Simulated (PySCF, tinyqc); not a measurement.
A ladder of methods, and size consistency: correlation methods against full CI in the sto-3g basis, for BH, spin multiplicity 1. Computed by the program tinyqc with PySCF. All electrons correlated; +Q is the Davidson correction (1 - c0^2) E_corr. The last columns treat two copies 100 angstrom apart as one system. FCI is the lowest singlet.

Geometry (angstrom):
```
atom       x       y       z
B     0.0000  0.0000  0.0000
H     0.0000  0.0000  1.5020
```

RHF energy of one = -24.721319 hartree

Correlation energies (hartree):
```
method   E_corr of one  share of FCI (%)  E_corr of two at 100 angstrom  two minus twice one (mhartree)
MP2           -0.03633            52.641                       -0.07266                           0.000
CISD          -0.06612            95.796                       -0.12255                           9.680
CISD+Q        -0.07178           104.006                       -0.13919                           4.376
CCSD          -0.06886            99.770                       -0.13772                           0.000
CCSD(T)       -0.06891            99.850                       -0.13783                           0.000
FCI           -0.06902           100.000                              -                               -
```

What does the comparison show, and why?

MP2 recovers 53 %, CISD 95.8 % and CCSD 99.8 % of the FCI value (c0^2 = 0.914 in CISD). MP2 and coupled cluster are size consistent, so their last column vanishes; CISD loses 9.68 mhartree, since a double excitation on each copy is a quadruple of the pair, and the Davidson correction leaves +4.38. The restricted reference is unstable here: a spin-polarised solution lies 0.0068 hartree lower (PySCF), so results built on it describe a poor reference.
